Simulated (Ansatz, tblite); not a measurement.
Removing an electron: the cluster C₃⁻ (the lowest doublet isomer of a short search). Charge -1, multiplicity 2. Geometry: PBE0-D4/def2-TZVPD. Ansatz, gas phase; energy differences of separate SCF runs; the oxidised species is a singlet (the triplet lies 2.07 eV higher at PBE0-D4/def2-TZVPD).

| atom | x (Å) | y (Å) | z (Å) |
| --- | --- | --- | --- |
| C1 | 0.000 | 0.000 | 0.000 |
| C2 | 0.888 | -0.192 | -0.932 |
| C3 | -0.888 | 0.192 | 0.932 |

The xTB rows come from tblite. Correlated methods freeze 3 core orbitals. The structure comes from a short search, and lower isomers may exist.

```tsv
level	−HOMO (eV)	vertical IE (eV)	−LUMO (eV)	HOMO–LUMO gap (eV)	remarks
GFN2-xTB	–	5.63	–	–	–
PBE-D4/def2-TZVPD	-1.26	2.12	-1.54	0.28	HOMO above zero (-1 doublet), restricted SCF unstable in HF (singlet)
r2SCAN-D4/def2-TZVPD	-0.90	2.28	-1.75	0.85	HOMO above zero (-1 doublet), restricted SCF unstable in HF (singlet)
MP2/def2-TZVPPD	–	1.64	–	–	restricted SCF unstable (singlet), spin-contaminated (⟨S²⟩ 0.87) (-1 doublet)
```

Question: Estimate the rows for GFN1-xTB, PBE0-D4/def2-TZVPD, CCSD/def2-TZVPPD, CCSD(T)/def2-TZVPPD.

Answer: 
| level | −HOMO (eV) | vertical IE (eV) | −LUMO (eV) | HOMO–LUMO gap (eV) | remarks |
| --- | --- | --- | --- | --- | --- |
| GFN1-xTB | – | 5.96 | – | – | – |
| PBE0-D4/def2-TZVPD | -0.07 | 2.23 | -2.56 | 2.49 | HOMO above zero (-1 doublet), restricted SCF unstable in HF (singlet) |
| CCSD/def2-TZVPPD | – | 2.03 | – | – | large T1 (0.024) (singlet), restricted SCF unstable (singlet), spin-contaminated (⟨S²⟩ 0.87) (-1 doublet) |
| CCSD(T)/def2-TZVPPD | – | 1.88 | – | – | large T1 (0.024) (singlet), restricted SCF unstable (singlet), spin-contaminated (⟨S²⟩ 0.87) (-1 doublet) |

Run but left out: HF/def2-TZVPPD (neutral singlet: restricted singlet, unstable towards broken spin symmetry).  A HOMO above zero means that the electron is unbound at that level or that self-interaction error raises the level; the energy of removing that electron tells which. HOMO and LUMO are the levels of the spin that leaves or enters (xTB has no such levels and no spin-polarisation term). Other spin states of the ions may lie lower, which would lower the ionisation energy or raise the affinity. Raw xTB energy differences between charge states are shifted by several eV; the methods need an empirical correction for them.
